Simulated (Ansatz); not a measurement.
## A ladder of methods for AlH2F (SMILES [H][Al]([H])[F])

AlH2F: 4 atoms, total charge 0, spin state singlet. As SMILES, `[H][Al]([H])[F]`. Geometry: a GFN2-xTB relaxation, a rough one for these elements and not checked as a minimum.

```xyz
4

Al    0.0196    0.0327    0.0009
H     1.5469   -0.0179    0.0141
H    -0.7390    1.3588   -0.0194
F    -0.8275   -1.3736    0.0044
```

Each level gives the energy change with the Al1–H2 bond stretched from 1.528 to 1.910 Å (eV). The values are calculated.

```
                       level                    kind  program  value (eV)  less FCI/STO-3G
   SVWN5/STO-3G (restricted)                     LDA   Ansatz        1.10            -0.10
  revPBE/STO-3G (restricted)                     GGA   Ansatz        1.03            -0.17
  r2SCAN/STO-3G (restricted)                meta-GGA   Ansatz        1.16            -0.04
   BHLYP/STO-3G (restricted)           global hybrid   Ansatz        1.36            +0.16
 r2SCAN0/STO-3G (restricted)         hybrid meta-GGA   Ansatz        1.29            +0.09
   HSE06/STO-3G (restricted)  range-separated hybrid   Ansatz        1.22            +0.02
     MP2/STO-3G (restricted)     perturbation theory   Ansatz        1.37            +0.17
CCSDT(Q)/STO-3G (restricted)   coupled cluster or CI   Ansatz        1.20             0.00
                  FCI/STO-3G      exact in the basis   Ansatz        1.20             0.00
```

FCI/STO-3G is exact within its basis and frozen core, so for wave-function methods in that basis the difference is their error; functionals converge differently with the basis, so for them it is only a difference. The first shape isn't each level's own minimum. The values span 1.03 to 1.37 eV. All rows use very small basis sets, so even the best lies far from the true value.
